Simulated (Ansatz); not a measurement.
Dissociation curves of BH2OF (SMILES OBF)

BH2OF has 5 atoms, charge 0, and is taken as a singlet. SMILES: `OBF`. The shape is that of a PBE0-D4/def2-TZVP optimisation. This is one conformer, not always the lowest.

| atom | x (Å) | y (Å) | z (Å) |
| --- | --- | --- | --- |
| O | -0.9654 | 0.1574 | 0.1569 |
| B | 0.3650 | -0.0302 | 0.2011 |
| F | 1.0392 | -0.3237 | -0.9095 |
| H | -1.3372 | 0.0574 | -0.7258 |
| H | 0.9483 | 0.0654 | 1.2360 |

The O1–B2 distance is scanned; the parts on either side stay rigid. Basis STO-3G, 3 core orbitals frozen in the correlated methods; program Ansatz 0.2.0. FCI is exact within this basis and core. Energies in eV from each method's value at 1.344 Å; methods without a U are spin-restricted; a dash marks a point that is missing or didn't converge. The shape above is that at 1.344 Å.

At 3.36 Å, estimate the order of these methods by their error in the energy rise against FCI, smallest first.
A. CCSDT
B. BCCD(T)
C. CCSDTQ

C (0.00 eV), A (0.03 eV), B (0.11 eV).

```
distance (Å)  BCCD(T)  CCSDT  CCSDTQ   FCI
       1.344     0.00   0.00    0.00  0.00
       1.680     1.54   1.52    1.52  1.52
       2.016     3.93   3.88    3.87  3.87
       2.689     6.12   6.15    6.12  6.13
       3.361     6.32   6.45    6.43  6.43
```
